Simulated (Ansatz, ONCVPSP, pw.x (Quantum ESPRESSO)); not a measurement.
pw.x on bcc Ge: one setting changed

Potential: optimised norm-conserving Vanderbilt (ONCV), ONCVPSP 4.0.1.1 (patched build), PBEsol; core [Ar] 3d10, reference 4s2 4p2; waves: 4s: rc 1.90 bohr, ncon 4, nbas 7, qcut 3.4 1/bohr, 2 projectors, debl 1.9 Ha; 4p: rc 2.50 bohr, ncon 3, nbas 7, qcut 2.8 1/bohr, 1 projector; d scattering state at 0.02 Ha: rc 2.50 bohr, ncon 4, nbas 7, qcut 3.8 1/bohr, 2 projectors, debl 1.7 Ha; local part: polynomial inside 1.50 bohr (lpopt 3, dvloc0 0 Ha); core correction: Teter function, fcfact 1.75, rcfact 1.5.

The reference run (k-mesh 14³, cutoffs 75/300 Ry, Fermi–Dirac 0.01 Ry, mixing_beta 0.4, conv_thr 1e-9, no spin) gives -0.56 GPa at 18.298 Å³/atom, where all-electron LAPW gives -0.09 GPa. This run, with its own iteration cap, changes degauss to 0.002.

```
&control
  calculation='scf', prefix='x', pseudo_dir='./', outdir='./tmp', tstress=.true., disk_io='none'
/
&system
  ibrav=0, nat=1, ntyp=1, ecutwfc=75, ecutrho=300, nbnd=9,
  occupations='smearing', smearing='fd', degauss=0.002
/
&electrons
  conv_thr=1e-09, mixing_beta=0.4, electron_maxstep=60
/
ATOMIC_SPECIES
Ge 1.0 Ge.UPF
CELL_PARAMETERS angstrom
  -1.66002468 1.66002468 1.66002468
  1.66002468 -1.66002468 1.66002468
  1.66002468 1.66002468 -1.66002468
ATOMIC_POSITIONS crystal
Ge 0.0000 0.0000 0.0000
K_POINTS automatic
14 14 14 0 0 0
```

```bash
pw.x < Ge.scf.in > Ge.scf.out
```

**Question.** How does the run end?

**Answer.** It converges in 6 iterations; the free energy moves by +11.4 meV/atom and the pressure by +0.21 GPa. In a metal, with Fermi–Dirac smearing, F lies below its zero-width value by a term in the square of the width.

```
Message from routine setup:
     using ibrav=0 with symmetry is DISCOURAGED, use correct ibrav instead
     lattice parameter (alat)  =       5.4334  a.u.
     unit-cell volume          =     123.4810 (a.u.)^3
     number of electrons       =         4.00
     number of Kohn-Sham states=            9
     kinetic-energy cutoff     =      75.0000  Ry
     charge density cutoff     =     300.0000  Ry
     scf convergence threshold =      1.0E-09
     Exchange-correlation= PBESOL
     number of k points=   104  Fermi-Dirac smearing, width (Ry)=  0.0020
     iteration #  1     ecut=    75.00 Ry     beta= 0.40
     total energy              =      -8.58223988 Ry
     estimated scf accuracy    <       0.00214109 Ry
     iteration #  2     ecut=    75.00 Ry     beta= 0.40
     total energy              =      -8.58199447 Ry
     estimated scf accuracy    <       0.00061298 Ry
     iteration #  3     ecut=    75.00 Ry     beta= 0.40
     total energy              =      -8.58203982 Ry
     estimated scf accuracy    <       0.00000249 Ry
     iteration #  4     ecut=    75.00 Ry     beta= 0.40
     c_bands:  1 eigenvalues not converged
     total energy              =      -8.58204104 Ry
     estimated scf accuracy    <       0.00000006 Ry
     iteration #  5     ecut=    75.00 Ry     beta= 0.40
     total energy              =      -8.58204106 Ry
     estimated scf accuracy    <          5.4E-09 Ry
     iteration #  6     ecut=    75.00 Ry     beta= 0.40
     the Fermi energy is     8.0326 ev
!    total energy              =      -8.58204106 Ry
     estimated scf accuracy    <          3.2E-10 Ry
     smearing contrib. (-TS)   =      -0.00005664 Ry
     The total energy is F=E-TS. E is the sum of the following terms:
     one-electron contribution =       3.79123495 Ry
     hartree contribution      =       0.07351151 Ry
     xc contribution           =      -3.16590787 Ry
     ewald contribution        =      -9.28082301 Ry
     convergence has been achieved in   6 iterations
          total   stress  (Ry/bohr**3)                   (kbar)     P=       -3.52
     Message from routine punch:
     Nothing written, as per user request (disk_io='none')
```

The run took about 10 s on one core of a shared host (Neoverse-V2, 96 threads, 742 GiB, load 39).
